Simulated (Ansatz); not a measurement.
**BSiH5 (singlet): from Hartree-Fock to the top rungs at distance B1–H4 along a hydrogen transfer = 1.369 Å, cc-pVDZ**

An exercise on one series of results from a longer session: the logs are not shown, and one member is left open.

Method: cc-pVDZ, core rule «outside noble gas», up to 6 orbitals frozen; program: Ansatz 0.2.0, Gaussian basis.

The runs, in order: UHF; CCSD(T) on RHF; CCSD(T) on UHF; BCCD(T) on RHF; CISD; CCSDT(Q) on RHF; CCSDT(Q) on UHF; CASSCF and NEVPT2, 2 electrons in 2 orbitals; CASSCF and NEVPT2, 8 electrons in 8 orbitals.

11 further runs of the same task are left out: 1 for a mislabelled method, 9 that didn't finish, 1 set aside as unsound or not needed.

## The geometry

The geometry derives from fragments relaxed apart (PBE0/def2-TZVP) and kept rigid, so it is no stationary point. A hydrogen atom is moved between rigid fragments.

7 atoms, charge 0, spin multiplicity 1.

Atoms are counted from 1 here; the program's logs count them from 0.

Bond lengths: B1–H2 1.193 Å, B1–H3 1.193 Å, B1–H4 1.369 Å, H4–Si5 1.674 Å, Si5–H6 1.526 Å, Si5–H7 1.526 Å. Angles: H2–B1–H3 120.0°, H2–B1–H4 120.0°, H3–B1–H4 120.0°, B1–H4–Si5 180.0°, H4–Si5–H6 113.7°, H4–Si5–H7 113.7°, H6–Si5–H7 91.2°.

The first run:

The input, in.yaml:

```yaml
crystal:
  periodic: [false, false, false]
  atoms:
    - {symbol: B, position_ang: [-2.116922, 0.040114, 0.000000]}
    - {symbol: H, position_ang: [-2.713655, 1.073685, 0.000000]}
    - {symbol: H, position_ang: [-2.713656, -0.993457, 0.000000]}
    - {symbol: H, position_ang: [-0.747922, 0.040114, 0.000000]}
    - {symbol: Si, position_ang: [0.926078, 0.040114, 0.000000]}
    - {symbol: H, position_ang: [1.538258, -0.834170, 1.090012]}
    - {symbol: H, position_ang: [1.538258, -0.834170, -1.090012]}
basis:
  gaussian: {orbitals: cc-pVDZ}
magnetization: {spin_polarized: true, initial_magnetization: 0}
hamiltonian: {xc: hf}
output: {orbitals: {seedname: orbitals}}
```

Launch:

```
ansatz run in.yaml --threads 1 --pin off --events-out ev --progress --plain --max-ram 2393MiB
```

Among the steps run: UHF; CCSD(T) on RHF; CCSD(T) on UHF; BCCD(T) on RHF; CISD; CCSDT(Q) on RHF; CCSDT(Q) on UHF; CASSCF and NEVPT2, 2 electrons in 2 orbitals; CASSCF and NEVPT2, 8 electrons in 8 orbitals.

One of the session's tables, all rows but one given; the rest of the session is left out.

```
         method  from RCCSDT(Q) (meV)
            RHF               +6836.8
            UHF               +6805.7
           RMP2               +1564.0
           CISD                +820.9
          RCCSD                +204.6
       RCCSD(T)                 +43.0
        BCCD(T)                 +42.9
         RCCSDT                  +7.6
      RCCSDT(Q)                     0
    CASSCF pair               +6414.4
    NEVPT2 pair                     ?
CASSCF frontier               +5051.5
NEVPT2 frontier               +1363.2
```

**Question.** Estimate the row for NEVPT2 pair.

The run gave: from RCCSDT(Q) (meV): +1460.8. In the column «from RCCSDT(Q) (meV)» it lies between NEVPT2 frontier (+1363.2) and RMP2 (+1564.0).

Not comparable, so not listed: CCSD(T) on UHF; CCSDT(Q) on UHF (they don't share determinant, frozen orbitals or solution with the rows shown, or repeat one).

Caveats from the session: Warnings: restricted reference is unstable; spin contamination.
